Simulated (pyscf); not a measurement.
PySCF, gas phase, ωB97X-D3(BJ)/def2-SVP geometries.

For H₃Si–PH–SiH₃ (SMILES [SiH3]P[SiH3]) + H• (SMILES [H]) -> SiH₄ (SMILES [SiH4]) + H₃Si–PH• (SMILES [SiH3][PH]), a substitution at Si (doublet surface; P–Si broken, H–Si formed), PBE/def2-TZVP gives ΔE‡ = -2.6 kcal/mol and ΔE = -19.3 kcal/mol (zero: the separated reactants). In which direction and how far do r²SCAN/def2-TZVP, M06-2X/def2-TZVP, ωB97M-D3(BJ)/def2-TZVP move these?

r²SCAN: ΔE‡ = -3.0 kcal/mol, ΔE = -21.5 kcal/mol; M06-2X: ΔE‡ = 4.1 kcal/mol, ΔE = -20.8 kcal/mol; ωB97M-D3(BJ): ΔE‡ = 4.8 kcal/mol, ΔE = -20.8 kcal/mol. PBE's barrier lies among them. Its reaction energy lies over all of them, by 1.5 to 2.2 kcal/mol. At PBE, r²SCAN this geometry lies under the reactants; that is no barrier but a single point on another level's saddle; such a level's own saddle, if it has one, lies nearer that side and is low. One saddle was located; it need not be the lowest between these sides. The angle at the attacked Si is 177°.
